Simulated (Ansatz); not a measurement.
# CHBSi+ (doublet): the correlation ladder, cc-pVTZ

An exercise on one series of results from a longer session: the logs are not shown, and one member is left open.

Computed with Ansatz 0.2.0, Gaussian basis. Level: cc-pVTZ, core rule «outside noble gas», up to 7 orbitals frozen.

Plan: UHF; CCSD(T) on ROHF; CCSD(T) on UHF; BCCD(T) on ROHF; CCSDT(Q) on ROHF; CCSDT(Q) on UHF.

3 further runs of the same task are left out: 3 set aside as unsound or not needed.

**What is computed**

The geometry is a PBE0/def2-TZVP stationary point (not a proven minimum) of the parent state, kept for this charge and spin.

4 atoms, charge 1, spin multiplicity 2.

Atoms are counted from 1 here; the program's logs count them from 0.

Bond lengths: B1–Si2 1.815 Å, B1–C3 1.407 Å, Si2–C3 1.732 Å, Si2–H4 1.493 Å. Angles: Si2–B1–C3 63.6°, B1–Si2–C3 46.7°, B1–Si2–H4 165.7°, C3–Si2–H4 147.6°, B1–C3–Si2 69.8°.

Set-up of the first run:

in.yaml reads:

```yaml
crystal:
  periodic: [false, false, false]
  atoms:
    - {symbol: B, position_ang: [0.000000, 0.715616, 0.992391]}
    - {symbol: Si, position_ang: [0.000000, 0.025459, -0.685824]}
    - {symbol: C, position_ang: [0.000000, -0.688224, 0.892036]}
    - {symbol: H, position_ang: [0.000000, -0.184056, -2.163841]}
basis:
  gaussian: {orbitals: cc-pVTZ}
total_charge: 1
magnetization: {spin_polarized: true, initial_magnetization: 1}
hamiltonian: {xc: hf}
output: {orbitals: {seedname: orbitals}}
```

On the command line:

```sh
$ ansatz run in.yaml --threads 1 --pin off --events-out ev --progress --plain --max-ram 4096MiB --backend cpu
```

Steps of the session up to this table: UHF; CCSD(T) on ROHF; CCSD(T) on UHF; BCCD(T) on ROHF; CCSDT(Q) on ROHF; CCSDT(Q) on UHF.

One table of the session follows, with a row left open; its other results are not shown here.

```
   method  from RCCSDT(Q) (meV)
     ROHF               +9889.2
      UHF               +9434.8
     RMP2               +1430.4
     UMP2               +1591.9
    RCCSD                     ?
    UCCSD                +702.2
 RCCSD(T)                 +87.1
 UCCSD(T)                +104.4
  BCCD(T)                 +79.9
   RCCSDT                 +58.1
   UCCSDT                 +51.9
RCCSDT(Q)                     0
UCCSDT(Q)                  -8.7
```

**Question.** Estimate the row for RCCSD.

The run gave: from RCCSDT(Q) (meV): +732.4. In the column «from RCCSDT(Q) (meV)» it lies between UCCSD (+702.2) and RMP2 (+1430.4).

Caveats from the session: Warnings: spin contamination; large T1 diagnostic. Restricted and unrestricted rows rest on different reference determinants; where their highest levels disagree by more than a few hundredths of an eV, they describe different states and don't form one ladder.
